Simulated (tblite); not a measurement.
Compound: C3H7N.
Atom-mapped SMILES: `[CH3:1][N:2]1[CH2:3][CH2:4]1` (hydrogens: H5, H6, H7 on C1; H8, H9 on C3; H10, H11 on C4)

Computed with GFN2-xTB (tblite), gas phase: Langevin dynamics at 300 K from the optimised GFN2-xTB geometry, time step 0.5 fs, friction 0.01 fs⁻¹, 2000 steps.

Start geometry:
```
atom  x, y, z in Å
C1      1.371    0.221    0.063
N2      0.083    0.356   -0.567
C3     -1.071    0.500    0.283
C4     -0.834   -0.750   -0.471
H5      2.046   -0.282   -0.631
H6      1.339   -0.351    1.002
H7      1.764    1.216    0.272
H8     -0.932    0.478    1.360
H9     -1.818    1.200   -0.061
H10    -0.532   -1.631    0.087
H11    -1.410   -0.955   -1.362
```

The statistics below take the 31 frames saved every 25 fs from 250 to 1000 fs; their kinetic temperature (all 3N coordinates) averages 325 K.

**Question.** How do the bond lengths spread?

**Answer.** 
| bond | start (Å) | mean (Å) | standard deviation (Å) | shortest (Å) | longest (Å) |
| --- | --- | --- | --- | --- | --- |
| C1–N2 | 1.441 | 1.453 | 0.030 | 1.393 | 1.527 |
| N2–C3 | 1.440 | 1.442 | 0.026 | 1.394 | 1.515 |
| C3–C4 | 1.479 | 1.480 | 0.019 | 1.430 | 1.524 |
| N2–C4 | 1.440 | 1.444 | 0.030 | 1.393 | 1.503 |
| C1–H5 | 1.090 | 1.101 | 0.037 | 1.045 | 1.173 |
| C1–H6 | 1.100 | 1.094 | 0.025 | 1.040 | 1.152 |
| C1–H7 | 1.090 | 1.095 | 0.041 | 1.026 | 1.193 |
| C3–H8 | 1.086 | 1.090 | 0.041 | 1.024 | 1.170 |
| C3–H9 | 1.081 | 1.086 | 0.024 | 1.033 | 1.133 |
| C4–H10 | 1.086 | 1.083 | 0.024 | 1.030 | 1.131 |
| C4–H11 | 1.081 | 1.082 | 0.030 | 1.019 | 1.141 |

**Question.** Give the same statistics for bond angles, one of each kind.

**Answer.** 
```
   angle  start (°)  mean (°)  standard deviation (°)  smallest (°)  largest (°)
N2–C1–H5      108.6     108.1                     4.4         100.5        116.9
N2–C1–H6      113.3     112.8                     4.6         105.0        123.3
H5–C1–H6      108.8     109.4                     4.5          99.4        118.5
C1–N2–C3      117.9     118.2                     3.3         111.6        125.4
C3–N2–C4       61.8      61.7                     1.5          58.5         64.6
N2–C3–C4       59.1      59.2                     1.6          56.7         62.1
N2–C3–H8      118.8     119.5                     3.9         111.5        125.1
N2–C3–H9      115.5     114.9                     5.7         102.7        128.0
C4–C3–H8      117.9     118.5                     4.6         110.4        131.5
C4–C3–H9      119.8     120.3                     3.8         111.4        130.9
H8–C3–H9      114.6     113.3                     4.3         103.3        120.1
```

**Question.** How far does each atom move about its mean position (frames aligned on the start, all atoms weighted alike), and what rms force does it feel?

**Answer.** 
```csv
atom,rms displacement (Å),rms force (eV/Å)
C1,0.06,2.08
N2,0.08,1.46
C3,0.08,1.75
C4,0.09,1.56
H5,0.36,1.22
H6,0.35,0.88
H7,0.32,1.33
H8,0.17,1.33
H9,0.18,0.93
H10,0.19,0.90
H11,0.17,1.12
```

The displacements run from 0.06 to 0.36 Å, the largest at H5.

**Question.** How widely does the potential energy scatter, against a harmonic estimate?

**Answer.** Mean 0.37 eV above the start, standard deviation 0.090 eV, range 0.18 to 0.56 eV. For 27 classical harmonic modes at 300 K the canonical values are 27kT/2 = 0.35 eV and kT·√(27/2) = 0.095 eV.

The run is classical and short, so these are rough statistics of one trajectory.

What follows is the cost of the whole dynamics run. Time: 3.9 s; peak memory 0.18 GiB. Hardware: one thread, Arm Neoverse V2 (aarch64), shared host with 96 logical CPUs at a one-minute load of 36.
